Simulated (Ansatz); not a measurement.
## hcp Tl

Method: r²SCAN+rVV10 in Ansatz (plane waves, PAW).

Run with plane-wave cutoff 500 eV, 24×24×14 k mesh (along the axes of the cell as run), Fermi–Dirac smearing 0.1 eV, scalar-relativistic PAW data made under PBE.

Cell: relaxed at this level.

```
Property                             Value
---------------------------  -------------
equilibrium volume per atom  29.11 Å³/atom
lattice parameter a                3.495 Å
c axis length                      5.503 Å
```

Measured, for comparison: lattice constant a 3.457 Å, lattice parameter c 5.525 Å (293 K, no zero-point or thermal correction; as tabulated in Wikipedia's data pages). Computed (rounded) less measured: lattice constant a +1.1 %, lattice parameter c -0.4 %. A static lattice is as a rule a little smaller and stiffer than an uncorrected measurement, which narrows the difference in the lattice parameter c and would widen misses of the other sign.

Spin–orbit coupling is not included; it can shift volumes and moduli of such heavy elements.

Static lattice: no zero-point or thermal effects.

The result took around 5 core-minutes (rough).

Ansatz is a first-principles code.
